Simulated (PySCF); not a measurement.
This PySCF input asks for the NMR shieldings of SMILES [H][Si-]([H])([H])([H])[H], [H₅Si]-; the geometry comes from PBE0-D3(BJ)/def2-SVP.

```python
import basis_set_exchange as bse
import numpy as np
from pyscf import gto, dft
from pyscf.prop import nmr

atoms = """
Si   -0.000493   -0.000275   -0.000050
H    -0.020180   -0.007424    1.631412
H     0.021007    0.007946   -1.631343
H     1.545681    0.013356    0.022933
H    -0.784392    1.332819   -0.003929
H    -0.761614   -1.346422   -0.019023
"""
names = dict.fromkeys(["Si", "H"], "pcSseg-1")
basis = {el: gto.basis.parse(bse.get_basis(n, elements=[el], fmt="nwchem")) for el, n in names.items()}
mol = gto.M(atom=atoms, basis=basis, charge=-1, verbose=0)
mf = dft.RKS(mol, xc="HYB_GGA_XC_WB97X_D")
mf.grids.level = 2
mf.grids.alignment = dft.numint.BLKSIZE   # the property module wants whole blocks of grid points
mf.conv_tol = 1e-9
mf.kernel()

calc = nmr.RKS(mf)   # GIAO
C = mf.mo_coeff
Co = C[:, mf.mo_occ > 0]
resp = mf.gen_response(singlet=True, hermi=2)
def vind(x):   # induced exchange potential for any number of trial vectors
    d = np.einsum("pi,xij,qj->xpq", C, 2 * x.reshape(-1, C.shape[1], Co.shape[1]), Co, optimize=True)
    return np.einsum("xpq,pi,qj->xij", resp(d - d.transpose(0, 2, 1)), C, Co, optimize=True).ravel()
mo1, _ = nmr.rhf.solve_mo1(calc, with_cphf=vind)
sigma = calc.kernel(mo1)
for i, s in enumerate(sigma):   # ppm
    print("%2d %-2s %9.2f" % (i, mol.atom_pure_symbol(i), np.trace(s) / 3))
```

**Question.** Give the expected output.

**Answer.** 
```
 0 Si    579.10
 1 H      26.83
 2 H      26.83
 3 H      26.89
 4 H      26.89
 5 H      26.89
```

These numbers come from an equivalent density-fitted implementation of the same equations, which agrees with the script to about 0.01 ppm for H and up to a few tenths of a ppm for heavy atoms, so last digits may differ.

**Question.** Turn these shieldings into chemical shifts. References, each an isolated molecule treated in the same way: TMS for 29Si (352.93 ppm) and 1H (31.38 ppm).

**Answer.** Averaging equivalent atoms: Si 0: -226.2; H 1/2/3/4/5: 4.52 ppm. 

Size and cost of the density-fitted run: 49 basis functions, 0.9 s wall time on 1 thread of an Arm Neoverse V2, shared host.
